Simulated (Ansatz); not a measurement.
Ansatz (a quantum-chemistry and plane-wave program) input (CCSD(T)/aug-cc-pVDZ):

Ansatz 0.2 input:
```yaml
crystal:
  periodic: [false, false, false]
  atoms:
    - {symbol: O, position_ang: [1.13995611, -0.25449883, 0.02054648]}
    - {symbol: O, position_ang: [0.00546174, 0.47936869, 0.02574851]}
    - {symbol: O, position_ang: [-1.14541786, -0.22486987, -0.04629499]}
basis:
  gaussian:
    orbitals: aug-cc-pVDZ
total_charge: -1
magnetization: {spin_polarized: true, initial_magnetization: 1}
correlation: {method: ccsd_t, electrons: outside_noble_gas}
output: {forces: true}
```

Output:

```
Functional definition: HF
integrals: 0.07 GiB planned
663 factors; integrals over basis functions are off by at most 8.1e-4 eV
mean field: 0.14 GiB planned
mean field evaluation 1: about -6100.2230 eV, gradient 3.8e1 eV
mean field evaluation 2: about -6100.2247 eV, gradient 3.8e1 eV
mean field evaluation 4: about -6105.9810 eV, gradient 4.5e0 eV
mean field evaluation 8: about -6106.1702 eV, gradient 3.7e-1 eV
mean field evaluation 16: about -6102.4851 eV, gradient 3.4e1 eV
mean field evaluation 32: about -6104.5366 eV, gradient 1.2e1 eV
mean field evaluation 64: about -6104.2320 eV, gradient 1.4e-3 eV
mean field evaluation 96: about -6104.3705 eV, gradient 1.2e-3 eV
mean field evaluation 128: about -6103.2166 eV, gradient 7.9e-4 eV
mean field evaluation 160: about -6091.0682 eV, gradient 4.7e1 eV
mean field evaluation 192: about -6104.3167 eV, gradient 2.0e0 eV
mean field evaluation 224: about -6103.1161 eV, gradient 2.2e0 eV
mean field evaluation 256: about -6099.4330 eV, gradient 1.5e-2 eV
mean field evaluation 288: about -6101.5483 eV, gradient 2.7e0 eV
mean field evaluation 320: about -6101.7829 eV, gradient 2.9e-1 eV
mean field evaluation 352: about -6104.2300 eV, gradient 2.3e-1 eV
mean field evaluation 384: about -6106.1782 eV, gradient 9.7e-3 eV
mean field evaluation 416: about -6101.6867 eV, gradient 7.3e-2 eV
mean field evaluation 448: about -6101.7867 eV, gradient 3.6e-4 eV
mean field -6106.17821359 eV, -224.3979104332 hartree, gradient 4.0e-6 eV, S^2 0.783073; 7 other end points of the search recorded, 0 dependent functions left out
determinant -6106.17821359 eV, -224.3979104332 hartree, with singles and doubles -6123.00266896 eV, -225.0161977640 hartree
determinant -6104.37045533 eV, -224.3314765425 hartree, with singles and doubles -6120.70488585 eV, -224.9317557922 hartree
determinant -6104.23202435 eV, -224.3263892979 hartree, with singles and doubles -6120.66401833 eV, -224.9302539386 hartree
determinant -6103.21663820 eV, -224.2890745450 hartree, with singles and doubles -6120.05143072 eV, -224.9077417589 hartree
3 core orbitals not correlated
reference -6106.17821359 eV, -224.3979104332 hartree; 10, 9 occupied and 56, 57 virtual orbitals, 663 factors
densities: 0.44 GiB planned
second order -16.58461722 eV of doubles, -0.00000000 eV of singles
coupled cluster: 0.34 GiB planned
cycle   1  -16.82761215 eV  change   -3.2e-3 eV  update   2.2e-3
cycle   2  -16.82768569 eV  change   -7.4e-5 eV  update   1.5e-3
cycle   3  -16.82777881 eV  change   -9.3e-5 eV  update   8.8e-4
cycle   4  -16.82847862 eV  change   -7.0e-4 eV  update   2.7e-4
cycle   5  -16.82938694 eV  change   -9.1e-4 eV  update   1.4e-4
cycle   6  -16.82945588 eV  change   -6.9e-5 eV  update   3.7e-5
cycle   7  -16.82952875 eV  change   -7.3e-5 eV  update   1.6e-5
cycle   8  -16.82950492 eV  change    2.4e-5 eV  update   7.3e-6
cycle   9  -16.82948932 eV  change    1.6e-5 eV  update   3.9e-6
cycle  10  -16.82949209 eV  change   -2.8e-6 eV  update   1.8e-6
cycle  11  -16.82949253 eV  change   -4.4e-7 eV  update   7.0e-7
cycle  12  -16.82949276 eV  change   -2.2e-7 eV  update   2.6e-7
perturbative correction -0.73010628 eV, -0.0268309110 hartree
the calculation of the forces begins
Total energy: -6123.73781263 eV, -225.0432137956 hartree
Atom 0 at     1.139956    -0.254499     0.020546 Å, force     0.465677    -0.405405    -0.007695 eV/Å
Atom 1 at     0.005462     0.479369     0.025749 Å, force     0.009095     0.798615     0.042896 eV/Å
Atom 2 at    -1.145418    -0.224870    -0.046295 Å, force    -0.474772    -0.393210    -0.035201 eV/Å
Dipole moment:     0.002633     0.231127     0.012415 e Å
```
